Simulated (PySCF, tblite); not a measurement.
# 1-fluorobutane: a rotation path, then NMR shifts and spin-spin couplings on frames, part 2 of 3

tblite 0.8.0 and PySCF 2.14.0. Atoms count from 0.

## (6) Spin-spin couplings: image 2, B3LYP/pcJ-1

Job settings and geometry (Å):

```
{"job": {"kind": "j", "xc": "B3LYP", "basis": "pcJ-1"}, "charge": 0, "multiplicity": 1}
C     -1.948600    -0.021700    -0.088300
C     -0.550400    -0.154200     0.501400
C      0.531800     0.117500    -0.544100
C      1.945700     0.018100     0.033700
F      1.991200     0.428500     1.345400
H     -2.105900    -0.755100    -0.876000
H     -2.097400     0.970700    -0.510100
H     -2.698200    -0.180500     0.682800
H     -0.436900     0.561700     1.316400
H     -0.416800    -1.154000     0.919800
H      0.446800    -0.600100    -1.363000
H      0.375600     1.115100    -0.958200
H      2.643800     0.663900    -0.509100
H      2.318700    -1.010500     0.027100
```

Method: B3LYP/pcJ-1 indirect spin-spin coupling, non-relativistic, gas phase.

Log:

```text
coarse grid: 11016 points
cycle   1  E = -257.5925605299  dE =  2.355e-01  |g| = 5.771e-01  |ddm| = 2.668e+00
cycle   2  E = -257.5465120504  dE =  4.605e-02  |g| = 7.979e-01  |ddm| = 1.005e+00
cycle   3  E = -257.6574360225  dE = -1.109e-01  |g| = 6.837e-02  |ddm| = 5.847e-01
cycle   4  E = -257.6579816867  dE = -5.457e-04  |g| = 3.953e-02  |ddm| = 6.296e-02
cycle   5  E = -257.6582966274  dE = -3.149e-04  |g| = 5.536e-03  |ddm| = 3.025e-02
cycle   6  E = -257.6583022374  dE = -5.610e-06  |g| = 1.799e-03  |ddm| = 5.081e-03
final grid: 104784 points
cycle   7  E = -257.7020032110  dE = -1.176e-04  |g| = 7.666e-03  |ddm| = 1.912e-02
cycle   8  E = -257.7019931214  dE =  1.009e-05  |g| = 1.041e-02  |ddm| = 1.267e-02
cycle   9  E = -257.7020161725  dE = -2.305e-05  |g| = 7.961e-04  |ddm| = 7.401e-03
cycle  10  E = -257.7020162201  dE = -4.769e-08  |g| = 5.502e-04  |ddm| = 9.128e-04
cycle  11  E = -257.7020162690  dE = -4.886e-08  |g| = 4.411e-05  |ddm| = 3.564e-04
cycle  12  E = -257.7020162694  dE = -3.844e-10  |g| = 1.671e-05  |ddm| = 4.253e-05
converged SCF energy = -257.7020162694

Indirect spin-spin couplings (Hz)
  i      j    bonds     total        FC       PSO       DSO        SD
  0 C    1 C    1     34.350    34.388    -0.211     0.173         -
  0 C    2 C    2      0.140     0.364    -0.233     0.009         -
  0 C    3 C    3      5.379     5.385     0.050    -0.057         -
  0 C    4 F    4      1.899     1.987     0.067    -0.191     0.035
  0 C    5 H    1    130.479   128.618     1.250     0.611         -
  0 C    6 H    1    131.737   129.896     1.227     0.614         -
  0 C    7 H    1    131.495   129.666     1.247     0.582         -
  0 C    8 H    2     -3.587    -3.576     0.176    -0.186         -
  0 C    9 H    2     -3.086    -3.083     0.208    -0.211         -
  0 C   10 H    3      2.725     2.738    -0.012    -0.000         -
  0 C   11 H    3      2.836     2.844    -0.037     0.030         -
  0 C   12 H    4      0.196     0.195     0.285    -0.285         -
  0 C   13 H    4     -0.269    -0.266     0.238    -0.241         -
  1 C    2 C    1     34.221    34.543    -0.540     0.218         -
  1 C    3 C    2     -1.988    -1.924    -0.089     0.024         -
  1 C    4 F    3     14.851    15.865    -1.399     0.114     0.271
  1 C    5 H    2     -4.277    -4.310     0.219    -0.186         -
  1 C    6 H    2     -3.939    -3.997     0.242    -0.184         -
  1 C    7 H    2     -2.746    -2.762     0.206    -0.190         -
  1 C    8 H    1    137.243   135.582     0.745     0.916         -
  1 C    9 H    1    132.645   130.851     0.901     0.893         -
  1 C   10 H    2     -4.794    -4.813     0.132    -0.113         -
  1 C   11 H    2     -3.270    -3.297     0.113    -0.087         -
  1 C   12 H    3      5.378     5.410     0.376    -0.407         -
  1 C   13 H    3      0.645     0.619     0.139    -0.112         -
  2 C    3 C    1     37.716    38.124    -0.646     0.238         -
  2 C    4 F    2     18.493    14.775     1.627    -0.067     2.158
  2 C    5 H    3      2.290     2.300    -0.039     0.029         -
  2 C    6 H    3      3.301     3.309    -0.060     0.052         -
  2 C    7 H    3     12.182    12.216     0.380    -0.413         -
  2 C    8 H    2     -4.378    -4.397     0.079    -0.060         -
  2 C    9 H    2     -3.151    -3.129     0.071    -0.092         -
  2 C   10 H    1    131.883   130.044     0.947     0.892         -
  2 C   11 H    1    133.309   131.528     0.873     0.908         -
  2 C   12 H    2     -0.554    -0.448     0.029    -0.136         -
  2 C   13 H    2     -0.189    -0.075     0.022    -0.137         -
  3 C    4 F    1   -225.113  -275.060    27.330     0.675    21.942
  3 C    5 H    4     -0.222    -0.202     0.166    -0.186         -
  3 C    6 H    4     -0.217    -0.215     0.191    -0.192         -
  3 C    7 H    4      1.191     1.203     0.265    -0.277         -
  3 C    8 H    3      2.124     2.115     0.022    -0.013         -
  3 C    9 H    3      2.177     2.214    -0.101     0.064         -
  3 C   10 H    2      1.506     1.511     0.008    -0.014         -
  3 C   11 H    2     -4.503    -4.300    -0.155    -0.048         -
  3 C   12 H    1    151.303   150.646    -0.319     0.976         -
  3 C   13 H    1    152.928   152.254    -0.320     0.993         -
  4 F    5 H    5      1.472     1.468     1.023    -0.944    -0.076
  4 F    6 H    5     -0.414    -0.257     0.512    -0.619    -0.050
  4 F    8 H    4      2.418     3.109    -1.883     1.307    -0.115
  4 F    9 H    4     -0.293    -0.464     0.300     0.144    -0.273
  4 F   10 H    3     28.116    29.195     1.125    -1.958    -0.246
  4 F   11 H    3     -0.236    -1.932     2.646    -0.862    -0.088
  4 F   12 H    2     53.799    48.203    10.414    -1.232    -3.586
  4 F   13 H    2     55.231    49.808    10.170    -1.203    -3.544
  5 H    6 H    2    -12.793   -12.894     2.785    -2.685         -
  5 H    7 H    2    -13.355   -13.444     2.869    -2.780         -
  5 H    8 H    3     15.792    15.886     2.741    -2.835         -
  5 H    9 H    3      4.404     4.509     0.387    -0.493         -
  5 H   10 H    4     -0.241    -0.265    -1.187     1.211         -
  5 H   11 H    4     -0.320    -0.221     0.429    -0.528         -
  6 H    7 H    2    -13.651   -13.737     2.844    -2.758         -
  6 H    8 H    3      3.857     3.951     0.383    -0.478         -
  6 H    9 H    3     15.288    15.391     2.761    -2.865         -
  6 H   10 H    4     -0.342    -0.243     0.417    -0.516         -
  6 H   11 H    4     -0.236    -0.286    -1.399     1.448         -
  7 H    8 H    3      4.241     4.342     0.265    -0.366         -
  7 H    9 H    3      3.396     3.511     0.401    -0.516         -
  7 H   10 H    4     -0.284    -0.201     1.466    -1.549         -
  7 H   11 H    4     -0.264    -0.181     1.409    -1.492         -
  7 H   12 H    5      0.333     0.393     1.193    -1.252         -
  8 H    9 H    2    -13.480   -13.662     2.131    -1.950         -
  8 H   10 H    3     13.947    14.037     2.678    -2.768         -
  8 H   11 H    3      4.391     4.456     0.168    -0.232         -
  8 H   12 H    4     -0.634    -0.489     1.222    -1.367         -
  8 H   13 H    4     -0.333    -0.184     1.166    -1.315         -
  9 H   10 H    3      4.236     4.310     0.274    -0.347         -
  9 H   11 H    3     14.180    14.273     2.692    -2.785         -
  9 H   12 H    4     -0.574    -0.458     1.694    -1.809         -
  9 H   13 H    4     -0.216    -0.203    -0.680     0.666         -
 10 H   11 H    2    -13.037   -13.216     2.268    -2.089         -
 10 H   12 H    3      0.138     0.237     1.004    -1.103         -
 10 H   13 H    3      6.624     6.632    -0.302     0.293         -
 11 H   12 H    3      9.492     9.535    -0.407     0.363         -
 11 H   13 H    3     12.560    12.708     2.472    -2.621         -
 12 H   13 H    2     -9.493    -9.501     2.299    -2.292         -
```

Wall time 24 s (1 thread of INTEL XEON PLATINUM 8581C at 2.10GHz, shared host); peak memory 0.89 GiB.

Key values: J(C3,F4) -225.1 Hz, J(C3,H12) 152.1 Hz, J(C1,H8) 134.9 Hz (means over like pairs).

## (7) Nuclear shieldings: image 4, PBE0/pcSseg-1

Job settings and geometry (Å):

```
{"job": {"kind": "nmr", "xc": "PBE0", "basis": "pcSseg-1", "pop": false}, "charge": 0, "multiplicity": 1}
C     -1.949600    -0.004300    -0.086300
C     -0.551600    -0.071700     0.512900
C      0.531000     0.052700    -0.560000
C      1.952100     0.023500     0.030300
F      1.945900    -0.106900     1.399400
H     -2.110600    -0.826500    -0.780100
H     -2.096500     0.931100    -0.623200
H     -2.697000    -0.069400     0.700400
H     -0.428700     0.733400     1.238500
H     -0.424100    -1.015500     1.046300
H      0.415500    -0.760200    -1.279800
H      0.385500     0.989100    -1.101600
H      2.497300     0.950500    -0.173800
H      2.530000    -0.826300    -0.345200
```

Level: GIAO PBE0/pcSseg-1 NMR shielding, non-relativistic, gas phase.

Log:

```text
coarse grid: 11016 points
cycle   1  E = -257.2688399110  dE =  2.942e-01  |g| = 5.122e-01  |ddm| = 2.998e+00
cycle   2  E = -257.2442128992  dE =  2.463e-02  |g| = 6.658e-01  |ddm| = 8.429e-01
cycle   3  E = -257.3205587381  dE = -7.635e-02  |g| = 5.359e-02  |ddm| = 4.728e-01
cycle   4  E = -257.3209811691  dE = -4.224e-04  |g| = 2.572e-02  |ddm| = 4.803e-02
cycle   5  E = -257.3211218219  dE = -1.407e-04  |g| = 3.851e-03  |ddm| = 2.143e-02
cycle   6  E = -257.3211247123  dE = -2.890e-06  |g| = 1.280e-03  |ddm| = 3.659e-03
final grid: 104784 points
cycle   7  E = -257.3582365860  dE = -3.932e-05  |g| = 8.784e-03  |ddm| = 2.565e-02
cycle   8  E = -257.3582283028  dE =  8.283e-06  |g| = 1.088e-02  |ddm| = 1.524e-02
cycle   9  E = -257.3582555728  dE = -2.727e-05  |g| = 9.124e-04  |ddm| = 8.112e-03
cycle  10  E = -257.3582556946  dE = -1.218e-07  |g| = 2.113e-04  |ddm| = 7.815e-04
cycle  11  E = -257.3582557010  dE = -6.401e-09  |g| = 5.033e-05  |ddm| = 1.423e-04
cycle  12  E = -257.3582557015  dE = -5.290e-10  |g| = 1.599e-05  |ddm| = 4.552e-05
converged SCF energy = -257.3582557015

GIAO shielding tensors (ppm)
atom      isotropic    diamagn.    paramagn.     s11        s22        s33       span
  0 C      170.210     246.272     -76.062    160.748    162.541    187.341     26.593
  1 C      166.779     246.751     -79.972    162.473    164.564    173.300     10.827
  2 C      152.726     250.537     -97.811    125.038    159.204    173.935     48.897
  3 C      104.601     237.335    -132.734     65.115     86.889    161.799     96.684
  4 F      436.796     474.340     -37.545    395.820    413.239    501.328    105.508
  5 H       30.836      29.716       1.120     26.757     28.795     36.957     10.199
  6 H       30.870      29.761       1.109     26.787     28.899     36.923     10.136
  7 H       30.327      28.563       1.764     25.738     27.745     37.498     11.760
  8 H       30.115      31.411      -1.296     24.570     30.340     35.435     10.865
  9 H       30.135      31.336      -1.201     24.725     30.167     35.515     10.790
 10 H       30.028      32.094      -2.067     25.935     29.502     34.646      8.711
 11 H       30.070      32.180      -2.110     25.909     29.653     34.647      8.739
 12 H       26.831      27.678      -0.847     21.867     27.278     31.349      9.483
 13 H       26.838      27.661      -0.822     21.870     27.300     31.344      9.474
```

Run time: 9 s. Hardware: 1 thread of INTEL XEON PLATINUM 8581C at 2.10GHz, shared host; peak memory 0.64 GiB.

Key values: δ C3 82.3, C2 34.2, C1 20.1, C0 16.7, H12 4.89, H13 4.88 ppm.

## (8) Spin-spin couplings: image 4, B3LYP/pcJ-1

Same as in step 7 but for these lines:

```diff
@@ -1,2 +1,2 @@
-{"job": {"kind": "nmr", "xc": "PBE0", "basis": "pcSseg-1", "pop": false}, "charge": 0, "multiplicity": 1}
+{"job": {"kind": "j", "xc": "B3LYP", "basis": "pcJ-1"}, "charge": 0, "multiplicity": 1}
 C     -1.949600    -0.004300    -0.086300
```

With the program's defaults for keys left out, this is: B3LYP/pcJ-1 indirect spin-spin coupling, non-relativistic, gas phase.

Log:

```text
coarse grid: 11016 points
cycle   1  E = -257.5884572470  dE =  2.338e-01  |g| = 5.770e-01  |ddm| = 2.669e+00
cycle   2  E = -257.5428327718  dE =  4.562e-02  |g| = 7.964e-01  |ddm| = 1.016e+00
cycle   3  E = -257.6531719253  dE = -1.103e-01  |g| = 6.822e-02  |ddm| = 5.887e-01
cycle   4  E = -257.6537182128  dE = -5.463e-04  |g| = 3.935e-02  |ddm| = 6.301e-02
cycle   5  E = -257.6540305901  dE = -3.124e-04  |g| = 5.564e-03  |ddm| = 3.033e-02
cycle   6  E = -257.6540362712  dE = -5.681e-06  |g| = 1.809e-03  |ddm| = 5.104e-03
final grid: 104784 points
cycle   7  E = -257.6978486958  dE = -1.205e-04  |g| = 8.212e-03  |ddm| = 2.133e-02
cycle   8  E = -257.6978367875  dE =  1.191e-05  |g| = 1.128e-02  |ddm| = 1.385e-02
cycle   9  E = -257.6978633863  dE = -2.660e-05  |g| = 8.273e-04  |ddm| = 8.022e-03
cycle  10  E = -257.6978634406  dE = -5.428e-08  |g| = 5.605e-04  |ddm| = 9.440e-04
cycle  11  E = -257.6978634924  dE = -5.178e-08  |g| = 4.514e-05  |ddm| = 3.643e-04
cycle  12  E = -257.6978634928  dE = -3.942e-10  |g| = 1.678e-05  |ddm| = 4.180e-05
converged SCF energy = -257.6978634928

Indirect spin-spin couplings (Hz)
  i      j    bonds     total        FC       PSO       DSO        SD
  0 C    1 C    1     34.286    34.339    -0.228     0.174         -
  0 C    2 C    2      0.374     0.597    -0.231     0.009         -
  0 C    3 C    3      5.187     5.191     0.054    -0.058         -
  0 C    4 F    4      3.634     3.718     0.012    -0.198     0.102
  0 C    5 H    1    130.613   128.754     1.246     0.613         -
  0 C    6 H    1    131.237   129.384     1.239     0.614         -
  0 C    7 H    1    131.615   129.784     1.247     0.583         -
  0 C    8 H    2     -3.300    -3.290     0.184    -0.194         -
  0 C    9 H    2     -3.074    -3.069     0.195    -0.200         -
  0 C   10 H    3      2.546     2.559    -0.023     0.011         -
  0 C   11 H    3      2.967     2.977    -0.034     0.024         -
  1 C    2 C    1     33.841    34.132    -0.510     0.219         -
  1 C    3 C    2     -2.044    -2.000    -0.065     0.021         -
  1 C    4 F    3     22.981    23.041    -0.871     0.155     0.655
  1 C    5 H    2     -4.237    -4.277     0.222    -0.182         -
  1 C    6 H    2     -4.127    -4.175     0.232    -0.184         -
  1 C    7 H    2     -2.659    -2.672     0.199    -0.186         -
  1 C    8 H    1    135.908   134.206     0.782     0.919         -
  1 C    9 H    1    136.408   134.705     0.789     0.915         -
  1 C   10 H    2     -4.663    -4.692     0.124    -0.096         -
  1 C   11 H    2     -4.707    -4.739     0.125    -0.093         -
  1 C   12 H    3      0.990     1.001     0.285    -0.296         -
  1 C   13 H    3      0.951     0.960     0.286    -0.295         -
  2 C    3 C    1     37.873    37.907    -0.271     0.237         -
  2 C    4 F    2     19.439    13.617     3.264    -0.073     2.631
  2 C    5 H    3      2.485     2.495    -0.039     0.030         -
  2 C    6 H    3      2.976     2.982    -0.051     0.045         -
  2 C    7 H    3     12.240    12.271     0.384    -0.415         -
  2 C    8 H    2     -4.202    -4.210     0.079    -0.072         -
  2 C    9 H    2     -4.074    -4.077     0.080    -0.076         -
  2 C   10 H    1    133.443   131.636     0.920     0.886         -
  2 C   11 H    1    132.819   131.009     0.921     0.889         -
  2 C   12 H    2     -0.309    -0.222     0.051    -0.138         -
  2 C   13 H    2     -0.427    -0.341     0.050    -0.136         -
  3 C    4 F    1   -223.658  -274.687    28.156     0.675    22.198
  3 C    5 H    4     -0.225    -0.215     0.182    -0.192         -
  3 C    6 H    4     -0.191    -0.180     0.174    -0.185         -
  3 C    7 H    4      1.174     1.184     0.271    -0.281         -
  3 C    8 H    3      2.206     2.196    -0.006     0.016         -
  3 C    9 H    3      1.946     1.938     0.004     0.005         -
  3 C   10 H    2     -1.031    -0.921    -0.068    -0.041         -
  3 C   11 H    2     -1.319    -1.205    -0.080    -0.034         -
  3 C   12 H    1    152.383   151.721    -0.313     0.975         -
  3 C   13 H    1    152.032   151.369    -0.312     0.975         -
  4 F    8 H    4      3.276     3.575    -1.097     0.962    -0.165
  4 F    9 H    4      2.631     2.889    -0.968     0.873    -0.163
  4 F   10 H    3      8.307     7.811     2.234    -1.542    -0.196
  4 F   11 H    3      8.483     7.966     2.238    -1.526    -0.196
  4 F   12 H    2     55.200    49.817    10.260    -1.190    -3.687
  4 F   13 H    2     55.100    49.662    10.307    -1.199    -3.670
  5 H    6 H    2    -12.771   -12.872     2.788    -2.687         -
  5 H    7 H    2    -13.501   -13.590     2.858    -2.770         -
  5 H    8 H    3     15.664    15.761     2.746    -2.843         -
  5 H    9 H    3      4.318     4.414     0.353    -0.450         -
  5 H   10 H    4     -0.239    -0.270    -1.249     1.280         -
  5 H   11 H    4     -0.329    -0.228     0.425    -0.525         -
  6 H    7 H    2    -13.442   -13.530     2.857    -2.768         -
  6 H    8 H    3      3.794     3.893     0.410    -0.509         -
  6 H    9 H    3     15.632    15.729     2.748    -2.845         -
  6 H   10 H    4     -0.329    -0.230     0.407    -0.507         -
  6 H   11 H    4     -0.247    -0.291    -1.358     1.402         -
  7 H    8 H    3      4.167     4.271     0.282    -0.385         -
  7 H    9 H    3      3.563     3.671     0.363    -0.471         -
  7 H   10 H    4     -0.304    -0.221     1.456    -1.540         -
  7 H   11 H    4     -0.223    -0.139     1.427    -1.511         -
  8 H    9 H    2    -13.720   -13.907     2.085    -1.898         -
  8 H   10 H    3     14.590    14.681     2.685    -2.776         -
  8 H   11 H    3      4.678     4.746     0.235    -0.303         -
  8 H   12 H    4     -0.391    -0.286     0.325    -0.430         -
  8 H   13 H    4     -0.503    -0.362     1.675    -1.816         -
  9 H   10 H    3      5.088     5.154     0.205    -0.272         -
  9 H   11 H    3     14.531    14.623     2.685    -2.777         -
  9 H   12 H    4     -0.510    -0.371     1.686    -1.824         -
  9 H   13 H    4     -0.385    -0.283     0.323    -0.426         -
 10 H   11 H    2    -12.469   -12.643     2.243    -2.069         -
 10 H   12 H    3      5.255     5.389     1.867    -2.001         -
 10 H   13 H    3     11.665    11.675    -0.611     0.602         -
 11 H   12 H    3     11.776    11.784    -0.633     0.625         -
 11 H   13 H    3      5.367     5.501     1.875    -2.010         -
 12 H   13 H    2     -9.761    -9.765     2.295    -2.291         -
```

Wall time 25 s (1 thread of INTEL XEON PLATINUM 8581C at 2.10GHz, shared host); peak memory 0.89 GiB.

In short: J(C3,F4) -223.7 Hz, J(C3,H12) 152.2 Hz, J(C1,H8) 136.2 Hz (means over like pairs).

## (9) Shielding tensors: image 6, PBE0/pcSseg-1

Job settings and geometry (Å):

```
{"job": {"kind": "nmr", "xc": "PBE0", "basis": "pcSseg-1", "pop": false}, "charge": 0, "multiplicity": 1}
C     -1.948300     0.013500    -0.086800
C     -0.551100     0.012000     0.518900
C      0.533300    -0.013700    -0.558600
C      1.943400     0.027600     0.035200
F      2.005400    -0.622300     1.245300
H     -2.110200    -0.885600    -0.677300
H     -2.090700     0.877700    -0.732900
H     -2.698300     0.043800     0.699400
H     -0.421400     0.896300     1.145000
H     -0.433200    -0.864100     1.159300
H      0.408200    -0.912500    -1.165700
H      0.420500     0.850000    -1.217000
H      2.276700     1.052200     0.229800
H      2.664900    -0.475300    -0.616800
```

Level: GIAO PBE0/pcSseg-1 NMR shielding, non-relativistic, gas phase.

Log:

```text
coarse grid: 11016 points
cycle   1  E = -257.2721267739  dE =  2.976e-01  |g| = 5.127e-01  |ddm| = 2.996e+00
cycle   2  E = -257.2472403280  dE =  2.489e-02  |g| = 6.674e-01  |ddm| = 8.390e-01
cycle   3  E = -257.3240956722  dE = -7.686e-02  |g| = 5.369e-02  |ddm| = 4.713e-01
cycle   4  E = -257.3245183890  dE = -4.227e-04  |g| = 2.582e-02  |ddm| = 4.811e-02
cycle   5  E = -257.3246598007  dE = -1.414e-04  |g| = 3.854e-03  |ddm| = 2.147e-02
cycle   6  E = -257.3246626901  dE = -2.889e-06  |g| = 1.278e-03  |ddm| = 3.669e-03
final grid: 104784 points
cycle   7  E = -257.3623746379  dE = -3.691e-05  |g| = 8.623e-03  |ddm| = 2.157e-02
cycle   8  E = -257.3623667188  dE =  7.919e-06  |g| = 1.068e-02  |ddm| = 1.459e-02
cycle   9  E = -257.3623928465  dE = -2.613e-05  |g| = 9.093e-04  |ddm| = 7.928e-03
cycle  10  E = -257.3623929672  dE = -1.207e-07  |g| = 2.089e-04  |ddm| = 7.564e-04
cycle  11  E = -257.3623929736  dE = -6.367e-09  |g| = 4.838e-05  |ddm| = 1.423e-04
cycle  12  E = -257.3623929741  dE = -4.923e-10  |g| = 1.553e-05  |ddm| = 4.441e-05
converged SCF energy = -257.3623929741

GIAO shielding tensors (ppm)
atom      isotropic    diamagn.    paramagn.     s11        s22        s33       span
  0 C      170.194     246.258     -76.063    160.501    162.783    187.299     26.798
  1 C      165.803     247.332     -81.528    158.153    168.855    170.401     12.248
  2 C      150.771     250.117     -99.346    127.742    154.894    169.678     41.936
  3 C      102.756     238.585    -135.829     64.348     86.432    157.489     93.141
  4 F      431.123     474.408     -43.285    387.874    429.539    475.957     88.083
  5 H       30.804      29.741       1.063     26.702     28.847     36.863     10.161
  6 H       30.847      29.761       1.086     26.795     28.854     36.892     10.096
  7 H       30.340      28.574       1.766     25.722     27.737     37.561     11.839
  8 H       30.430      31.600      -1.170     25.393     29.937     35.960     10.567
  9 H       29.876      31.383      -1.507     24.203     30.444     34.982     10.779
 10 H       29.847      31.972      -2.125     25.527     29.411     34.603      9.076
 11 H       30.493      31.986      -1.493     26.932     29.440     35.106      8.174
 12 H       27.009      28.209      -1.201     21.961     27.390     31.674      9.713
 13 H       26.733      27.498      -0.765     22.273     26.882     31.043      8.770
```

Run time: 8.6 s. Hardware: 1 thread of INTEL XEON PLATINUM 8581C at 2.10GHz, shared host; peak memory 0.64 GiB.

Key values: δ C3 84.2, C2 36.2, C1 21.1, C0 16.7, H13 4.98, H12 4.71 ppm.

[end of part 2 of 3]
